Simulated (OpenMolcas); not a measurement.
How methods differ on AlO (oxoaluminum)

The species is AlO (2 atoms), meant as a doublet with charge 0. As SMILES, `[O]=[Al]`. The shape is that of a PBE0-D4/def2-TZVP optimisation.

```jsonl
{"atom": "O", "x (Å)": "0.0000", "y (Å)": "0.0000", "z (Å)": "-0.0249"}
{"atom": "Al", "x (Å)": "0.0000", "y (Å)": "0.0000", "z (Å)": "1.5950"}
```

Quantity: the energy change with the O1–Al2 bond stretched from 1.620 to 3.140 Å, in eV. The values are calculated.

```tsv
level	kind	program	value (eV)	less FCI/STO-3G	CPU time (all runs)
ROHF/STO-3G	Hartree–Fock	OpenMolcas	5.79	+1.08	4.6 s
UPBE/STO-3G	GGA	OpenMolcas	5.37	+0.66	7.9 s
U-r2SCAN/STO-3G	meta-GGA	OpenMolcas	5.28	+0.57	13 s
UM06-2X/STO-3G	hybrid meta-GGA	OpenMolcas	4.93	+0.22	22 s
CASPT2(3,3)/STO-3G	multireference	OpenMolcas	4.19	-0.52	2.8 s
FCI/STO-3G	exact in the basis	OpenMolcas	4.71	0.00	3.9 s
```

FCI/STO-3G is exact within its basis and frozen core, so for wave-function methods in that basis the difference is their error; functionals converge differently with the basis, so for them it is only a difference. The first shape isn't each level's own minimum. The values span 4.19 to 5.79 eV. Spin contamination of the reference (⟨S²⟩ at least 0.1 too high) touches UPBE/STO-3G, U-r2SCAN/STO-3G, UM06-2X/STO-3G. All rows use very small basis sets, so even the best lies far from the true value. CPU times are rough (shared hosts, several kinds of processor): they show what a rung costs within a factor of a few.
